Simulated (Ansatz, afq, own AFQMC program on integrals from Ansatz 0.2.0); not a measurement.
# Where AFQMC and coupled cluster stand for CH2N, doublet

```xyz
4

N     0.0000    0.0000    0.6600
C     0.0000    0.0000   -0.5768
H     0.0000   -0.9374   -1.1497
H     0.0000    0.9373   -1.1497
```

Connectivity, by distances: N–CH2.

Basis cc-pVDZ. Only valence electrons are correlated. AFQMC by an in-house program on the Cholesky factors that Ansatz 0.2.0 writes for its CCSD(T) run. The CISD trial takes its coefficients from CCSD amplitudes. Released means that phaseless walkers are propagated on without the constraint, phases kept. Free AFQMC starts from the CCSD state and is never constrained. Its projection time is finite, and what remains of the start isn't in its error. ± is one standard error of the sampling.

Determinant: ROHF, the one that the program's search chose, which needn't be the lowest solution. The geometry is a PBE0/def2-TZVP stationary point of this or a neighbouring charge and spin state.

No full CI on the walks' own integrals is used here; CCSDT(Q) serves as the reference and is uncertain by about the last step of the cluster series.

Cautions: higher spins were not checked; a spin-contaminated unrestricted determinant lies lower (UHF 264 meV lower, ⟨S²⟩ 0.93).

```
T1 diagnostic                               : 0.0250
weight of the determinant in the CISD state : 0.881
size of the correlated space                : 11 electrons in 36 orbitals
```

Reference: CCSDT(Q), correlation energy -8.271 eV. The released energy is read at 2.40 1/Eh (meV from the phaseless value at times in 1/Eh: -3 ± 4 at 0.24, -3.1 ± 2.0 at 0.51, 0 ± 4 at 0.99, -4 ± 5 at 1.62, -9 ± 6 at 2.40).

| level | E − E(reference) (meV) | share of correlation (%) |
| --- | --- | --- |
| HF | 8270.6 | 0.00 |
| MP2 | 1053.5 | 87.26 |
| CCSD | 299.5 | 96.38 |
| CCSD(T) | 41.1 | 99.50 |
| CCSDT | 19.6 | 99.76 |
| ph-AFQMC/HF | 34.8 ± 26.8 | 99.58 |
| ph-AFQMC/CISD | 3.0 ± 5.2 | 99.96 |
| released AFQMC | -6.2 ± 5.7 | 100.08 |
| free AFQMC | 3.0 ± 4.2 | 99.96 |

Free projections are given only where their last times agree within the noise and don't stop above the reference; a slow remainder of the start can still hide under it. A walk keeps the symmetry of its determinant, which the program's search chose and which needn't be the lowest solution, so a lower state of the same spin and another symmetry isn't excluded. Released energies are given only where the last usable release times agree within the noise; a slower fall can still hide under it.
